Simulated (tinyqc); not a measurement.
The integration grid: Kohn-Sham PBE on finer and finer grids in the sto-6g basis, for H2O, spin multiplicity 1. Computed by the program tinyqc with PySCF. Command: `OMP_NUM_THREADS=1 python tinyqc.py 110182 110183 out.jsonl`; one thread of a shared host (Intel(R) Xeon(R) Processor @ 2.60GHz), about 4 s.

Geometry (angstrom):

| atom | x | y | z |
|---|---|---|---|
| O | 0.0000 | 0.0000 | 0.0000 |
| H | 0.0000 | 0.8310 | 0.7650 |
| H | 0.0000 | -0.8710 | 0.8020 |

Self-consistent on each grid; the net force on the molecule should vanish.

Kohn-Sham energy on Becke grids (radial x angular points per atom):

| grid | points | residual of the electron count | E (hartree) | E - finest (mhartree) | largest net force without grid terms (hartree/bohr) |
|---|---|---|---|---|---|
| 10 x 14 | 418 | 1.94e-02 | -75.98445 | -42.58857 | 9.33e-03 |
| 15 x 26 | 1155 | 1.12e-02 | -75.93892 | 2.94575 | 8.81e-03 |
| 20 x 50 | 2977 | -2.61e-04 | -75.94437 | -2.51017 | 7.93e-03 |
| 30 x 86 | 7729 | 2.10e-04 | -75.94191 | -0.05362 | 1.09e-04 |
| 50 x 194 | 29039 | -3.39e-06 | -75.94186 | 0.00188 | 3.50e-05 |
| 75 x 302 | 67925 | -6.69e-07 | -75.94186 | 0.00063 | 5.50e-06 |
| 120 x 590 | 212201 | 1.33e-08 | -75.94186 | 0.00000 | 2.72e-07 |

The energy is within 0.1 mhartree of the finest grid first at 30 x 86. The error has both signs, since quadrature is not variational. The electron count and the net force are cheap signs of a poor grid.
